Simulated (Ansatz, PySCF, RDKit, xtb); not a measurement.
# Solving N2H4S, step by step

Only the formula N2H4S is given. Aim: find the structure of lowest free energy at 298.15 K, then its properties.

The funnel: GFN2-xTB relaxations, single points with a density functional, relaxations at PBE0-D4/def2-TZVP, harmonic vibrations, and a last energy at a higher level. All values are calculated.

7 further runs of the same task are left out: 7 set aside as unsound or not needed.

## 1. Possible bonding patterns

All bonding patterns within simple valence rules are listed by program: one Lewis structure each, at most two rings and one unusual centre or charged pair. O–O, O–halogen and N–halogen bonds and N–N–N chains are not drawn. That gives 6 candidates.

```csv
label,SMILES,spin
c036,[NH3+][N-]S,singlet
c364,N[NH2+][S-],singlet
c496,NNS,singlet
c539,N=[SH]N,singlet
c654,NSN,singlet
c710,[NH-][NH2+]S,singlet
```

Candidates are built by distance geometry, with a force field where one applies, in up to four conformers (letters a to d). 6 starts with atoms placed at random are added, to find patterns that the rules miss.

**Question.** With final energies at CCSD(T)/def2-TZVPP, which structure will this search put lowest in free energy, and by what margin?

| quantity | value |
| --- | --- |
| lowest structure found | NSN, singlet, C2v |
| next finalist | NNS, singlet, 21.8 kcal/mol higher in G |
| share at equilibrium, among the finalists | 100.0 % |
| harmonic wavenumbers, lowest and highest (PBE0-D4/def2-TZVP) | 340 and 3651 cm⁻¹ |
| rotational constants, same geometry | 0.834, 0.2559, 0.2097 cm⁻¹ |
| dipole moment (PBE0/def2-TZVPD) | 3.09 D |
| HOMO energy (PBE0/def2-TZVPD) | -6.58 eV |
| LUMO energy (PBE0/def2-TZVPD) | 0.00 eV |
| HOMO–LUMO gap (PBE0/def2-TZVPD) | 6.58 eV |
| lowest excitation (TD-B3LYP/def2-SVPD) | 5.32 eV (f = 0.004) |
| strongest of the states computed, same level | 6.71 eV (f = 0.054) |
| lowest triplet excitation, same level, Tamm-Dancoff | 4.97 eV |
| vertical ionisation energy | 9.00 eV |
| vertical electron affinity | -0.99 eV (unbound: the value depends on the basis) |
| vertical triplet less singlet | +4.95 eV |

The search ends on `NSN`. Among the finalists first place is clear (21.8 kcal/mol); structures outside the list aren't covered. GFN2-xTB, HF/STO-3G, r2SCAN-D4/def2-SVP, PBE0-D4/def2-TZVP, HF/def2-TZVPP and MP2/def2-TZVPP already put its bonding pattern lowest among the structures in one piece. The search is not exhaustive (a finite list of starts, one conformer a finalist), so a lower isomer can't be ruled out. Patterns outside the rules of the enumeration were met only by chance. The lowest isomer need not be the one that is made and kept in a bottle, which depends on barriers.
